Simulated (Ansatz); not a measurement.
# Nudged elastic band run: C₂H₆N₂

Input:

```yaml
crystal:
  periodic: [false, false, false]
  atoms:
    - { symbol: C, position_ang: [-1.240267, 0.311233, -0.401025] }
    - { symbol: C, position_ang: [0.008512, -0.005222, 0.000398] }
    - { symbol: "N", position_ang: [0.748956, -1.067854, -0.508567] }
    - { symbol: "N", position_ang: [0.71752, 0.690288, 0.975088] }
    - { symbol: H, position_ang: [-1.803291, -0.354129, -1.056454] }
    - { symbol: H, position_ang: [-1.713841, 1.23921, -0.078713] }
    - { symbol: H, position_ang: [1.205585, -1.616834, 0.214438] }
    - { symbol: H, position_ang: [0.230162, -1.656404, -1.148958] }
    - { symbol: H, position_ang: [1.679372, 0.880095, 0.707837] }
    - { symbol: H, position_ang: [0.250392, 1.528517, 1.298857] }
basis:
  gaussian: { orbitals: def2-SVP }
hamiltonian:
  xc: pbe0
  dispersion: d4
neb:
  order_check: false
  images: 7
  f_tol: 0.05
  max_iterations: 60
  final_atoms:
    - { symbol: C, position_ang: [-1.24011227, 0.31122243, -0.4010289] }
    - { symbol: C, position_ang: [0.0087209, -0.00507978, 0.00023161] }
    - { symbol: "N", position_ang: [0.61933056, -1.23299403, -0.23580272] }
    - { symbol: "N", position_ang: [0.84700154, 0.85582265, 0.7021425] }
    - { symbol: H, position_ang: [-1.79461635, -0.34255255, -1.07506734] }
    - { symbol: H, position_ang: [-1.72278476, 1.22773314, -0.06017453] }
    - { symbol: H, position_ang: [1.57634993, -1.14562708, -0.56574572] }
    - { symbol: H, position_ang: [0.07746442, -1.85045962, -0.82797858] }
    - { symbol: H, position_ang: [1.3098463, 0.40826053, 1.48825399] }
    - { symbol: H, position_ang: [0.40189974, 1.72257432, 0.97807069] }
  initial_path:
    images:
      - { positions_ang: [[-1.240267, 0.311233, -0.401025], [0.008512, -0.005222, 0.000398], [0.748956, -1.067854, -0.508567], [0.71752, 0.690288, 0.975088], [-1.803291, -0.354129, -1.056454], [-1.713841, 1.23921, -0.078713], [1.205585, -1.616834, 0.214438], [0.230162, -1.656404, -1.148958], [1.679372, 0.880095, 0.707837], [0.250392, 1.528517, 1.298857]] }
      - { positions_ang: [[-1.22710813, 0.3003924, -0.39650106], [-0.00276683, -0.01769126, 0.01569431], [0.70296012, -1.09255688, -0.48370447], [0.71167444, 0.68707412, 0.98399003], [-1.78870604, -0.33214069, -1.08731803], [-1.71949111, 1.23328479, -0.06682413], [1.28676548, -1.54481438, 0.16201627], [0.19479196, -1.66660623, -1.12509168], [1.66570244, 0.82768956, 0.75106506], [0.25927768, 1.55426855, 1.24957472]] }
      - { positions_ang: [[-1.21394927, 0.28955181, -0.39197712], [-0.01404566, -0.03016052, 0.03099061], [0.65696423, -1.11725977, -0.45884195], [0.70582888, 0.68386025, 0.99289206], [-1.77412108, -0.31015238, -1.11818207], [-1.72514122, 1.22735958, -0.05493526], [1.36794595, -1.47279475, 0.10959454], [0.15942193, -1.67680845, -1.10122535], [1.65203287, 0.77528413, 0.79429311], [0.26816335, 1.5800201, 1.20029243]] }
      - { positions_ang: [[-1.2007904, 0.27871121, -0.38745318], [-0.02532449, -0.04262977, 0.04628692], [0.61096835, -1.14196265, -0.43397942], [0.69998333, 0.68064637, 1.00179408], [-1.75953612, -0.28816407, -1.1490461], [-1.73079133, 1.22143438, -0.04304639], [1.44912643, -1.40077513, 0.0571728], [0.12405189, -1.68701068, -1.07735903], [1.63836331, 0.72287869, 0.83752117], [0.27704903, 1.60577166, 1.15101015]] }
      - { positions_ang: [[-1.18763153, 0.26787061, -0.38292924], [-0.03660332, -0.05509903, 0.06158322], [0.56497247, -1.16666553, -0.4091169], [0.69413777, 0.67743249, 1.01069611], [-1.74495116, -0.26617576, -1.17991014], [-1.73644144, 1.21550917, -0.03115751], [1.5303069, -1.32875551, 0.00475107], [0.08868186, -1.6972129, -1.05349271], [1.62469375, 0.67047325, 0.88074922], [0.28593471, 1.63152321, 1.10172787]] }
      - { positions_ang: [[-1.20075172, 0.27870857, -0.38745416], [-0.02527226, -0.04259422, 0.04624532], [0.57856199, -1.18324766, -0.36578835], [0.73235371, 0.72203003, 0.93355771], [-1.75736746, -0.28526996, -1.15369944], [-1.73302727, 1.21856516, -0.03841177], [1.54181766, -1.2829734, -0.13787313], [0.0858775, -1.73552458, -0.99711417], [1.54598189, 0.60492007, 1.03262542], [0.31492596, 1.65428598, 1.07081357]] }
      - { positions_ang: [[-1.2138719, 0.28954652, -0.39197907], [-0.01394121, -0.03008941, 0.03090741], [0.59215151, -1.19982978, -0.32245981], [0.77056965, 0.76662757, 0.85641931], [-1.76978375, -0.30436416, -1.12748874], [-1.7296131, 1.22162115, -0.04566602], [1.55332841, -1.23719129, -0.28049732], [0.08307314, -1.77383626, -0.94073564], [1.46727002, 0.53936689, 1.18450161], [0.34391722, 1.67704876, 1.03989928]] }
      - { positions_ang: [[-1.22699208, 0.30038447, -0.39650398], [-0.00261016, -0.01758459, 0.01556951], [0.60574103, -1.21641191, -0.27913127], [0.8087856, 0.81122511, 0.7792809], [-1.78220005, -0.32345835, -1.10127804], [-1.72619893, 1.22467715, -0.05292028], [1.56483917, -1.19140919, -0.42312152], [0.08026878, -1.81214794, -0.88435711], [1.38855816, 0.47381371, 1.3363778], [0.37290848, 1.69981154, 1.00898499]] }
      - { positions_ang: [[-1.24011227, 0.31122243, -0.4010289], [0.0087209, -0.00507978, 0.00023161], [0.61933056, -1.23299403, -0.23580272], [0.84700154, 0.85582265, 0.7021425], [-1.79461635, -0.34255255, -1.07506734], [-1.72278476, 1.22773314, -0.06017453], [1.57634993, -1.14562708, -0.56574572], [0.07746442, -1.85045962, -0.82797858], [1.3098463, 0.40826053, 1.48825399], [0.40189974, 1.72257432, 0.97807069]] }
```

Launched with:

```bash
$ ansatz run input.yaml --threads 1 --pin off --max-ram 2048MiB --backend cpu --events-out ev --progress --plain --runs-dir out
```

Output, in part (warnings, iteration lines, the closing report on the highest movable image, with atoms numbered from 0):

```
NEB end point (image 0): max|allowed force component| = 2.835e-3 eV/Å (the criterion of neb.relax_end_points is 1.000e-2)
NEB end point (image 8): max|allowed force component| = 7.969e-3 eV/Å (the criterion of neb.relax_end_points is 1.000e-2)
NEB iter   1: max|band force component| = 1.859e1 eV/Å  barrier→ = 1.9761 eV  barrier← = 1.9761 eV  Δτ_max = 0.1918 Å  (219 SCF iters)
NEB iter   2: max|band force component| = 1.453e0 eV/Å  barrier→ = 0.2694 eV  barrier← = 0.2694 eV  Δτ_max = 0.1986 Å  (187 SCF iters)
NEB iter   3: max|band force component| = 1.010e0 eV/Å  barrier→ = 0.2208 eV  barrier← = 0.2208 eV  Δτ_max = 0.1270 Å  (180 SCF iters)
NEB iter   4: max|band force component| = 6.706e-1 eV/Å  barrier→ = 0.1597 eV  barrier← = 0.1597 eV  Δτ_max = 0.0583 Å  (173 SCF iters)
NEB iter   5: max|band force component| = 4.100e-1 eV/Å  barrier→ = 0.1593 eV  barrier← = 0.1593 eV  CI = image 3  Δτ_max = 0.0891 Å  (168 SCF iters)
NEB iter   6: max|band force component| = 3.383e-1 eV/Å  barrier→ = 0.1582 eV  barrier← = 0.1582 eV  CI = image 3  Δτ_max = 0.0535 Å  (175 SCF iters)
NEB iter   7: max|band force component| = 2.224e-1 eV/Å  barrier→ = 0.1476 eV  barrier← = 0.1476 eV  CI = image 3  Δτ_max = 0.1264 Å  (174 SCF iters)
NEB iter   8: max|band force component| = 2.924e-1 eV/Å  barrier→ = 0.1333 eV  barrier← = 0.1333 eV  CI = image 6  Δτ_max = 0.1784 Å  (177 SCF iters)
NEB iter   9: max|band force component| = 9.981e-1 eV/Å  barrier→ = 0.1864 eV  barrier← = 0.1864 eV  CI = image 3  Δτ_max = 0.1001 Å  (184 SCF iters)
NEB iter  10: max|band force component| = 6.354e-1 eV/Å  barrier→ = 0.1366 eV  barrier← = 0.1366 eV  CI = image 3  Δτ_max = 0.1796 Å  (182 SCF iters)
NEB iter  11: max|band force component| = 8.293e-1 eV/Å  barrier→ = 0.1971 eV  barrier← = 0.1971 eV  CI = image 2  Δτ_max = 0.0996 Å  (183 SCF iters)
NEB iter  12: max|band force component| = 4.806e-1 eV/Å  barrier→ = 0.1727 eV  barrier← = 0.1727 eV  CI = image 2  Δτ_max = 0.0995 Å  (174 SCF iters)
NEB iter  13: max|band force component| = 4.400e-1 eV/Å  barrier→ = 0.1515 eV  barrier← = 0.1515 eV  CI = image 2  Δτ_max = 0.0992 Å  (176 SCF iters)
NEB iter  14: max|band force component| = 3.535e-1 eV/Å  barrier→ = 0.1372 eV  barrier← = 0.1372 eV  CI = image 2  Δτ_max = 0.1335 Å  (171 SCF iters)
NEB iter  15: max|band force component| = 3.146e-1 eV/Å  barrier→ = 0.1282 eV  barrier← = 0.1282 eV  CI = image 2  Δτ_max = 0.0632 Å  (171 SCF iters)
NEB iter  16: max|band force component| = 1.149e-1 eV/Å  barrier→ = 0.1273 eV  barrier← = 0.1273 eV  CI = image 2  Δτ_max = 0.0133 Å  (171 SCF iters)
NEB iter  17: max|band force component| = 5.411e-2 eV/Å  barrier→ = 0.1267 eV  barrier← = 0.1267 eV  CI = image 2  Δτ_max = 0.0153 Å  (171 SCF iters)
NEB iter  18: max|band force component| = 5.143e-2 eV/Å  barrier→ = 0.1267 eV  barrier← = 0.1267 eV  CI = image 2  Δτ_max = 0.0060 Å  (165 SCF iters)
NEB iter  19: max|band force component| = 2.135e-2 eV/Å  barrier→ = 0.1267 eV  barrier← = 0.1267 eV  CI = image 2  Δτ_max = 0.0000 Å  (328 SCF iters)
Total energy: -5141.61014486 eV, -188.9506877150 hartree
Atom 0 at    -1.244159     0.335118    -0.436594 Å, force     0.006134    -0.005265    -0.003773 eV/Å
Atom 1 at    -0.050961    -0.046666     0.070636 Å, force    -0.009786    -0.000234     0.017218 eV/Å
Atom 2 at     0.547703    -1.266121    -0.224006 Å, force     0.003826    -0.005133    -0.006373 eV/Å
Atom 3 at     0.637870     0.685321     1.030950 Å, force     0.001459     0.003918    -0.009174 eV/Å
Atom 4 at    -1.789462    -0.310484    -1.125263 Å, force     0.000320     0.001905    -0.000520 eV/Å
Atom 5 at    -1.720779     1.258850    -0.108173 Å, force     0.001015     0.001507    -0.000048 eV/Å
Atom 6 at     1.561353    -1.256728    -0.253442 Å, force     0.001568     0.001949     0.000077 eV/Å
Atom 7 at     0.162125    -1.721156    -1.041619 Å, force    -0.002601     0.001189    -0.000126 eV/Å
Atom 8 at     1.648889     0.624284     0.983099 Å, force    -0.003695    -0.000451     0.000725 eV/Å
Atom 9 at     0.330522     1.646482     1.107313 Å, force     0.001760     0.000615     0.001995 eV/Å
Dipole moment:     0.530064     0.088472    -0.179552 e Å
```

The run converged. A vibrational analysis at the climbing image gives one clearly imaginary mode, 139i cm⁻¹: a first-order saddle point.

Final band (atoms are numbered from 1 in the order of the input):

```tsv
image	path coordinate (Å)	energy (kJ/mol)	height of N3 over the plane of its neighbours (Å)
0	0.00	0.0	0.31
1	0.52	9.1	0.18
2	1.05	12.2	-0.29
3	1.24	12.1	-0.30
4	1.44	11.6	-0.31
5	1.63	11.2	-0.31
6	1.83	9.3	-0.31
7	2.02	2.9	-0.31
8	2.22	0.0	-0.31
```

Run time: 6.2 min on 1 thread of Arm Neoverse V1 (shared host), peak memory 0.16 GiB.
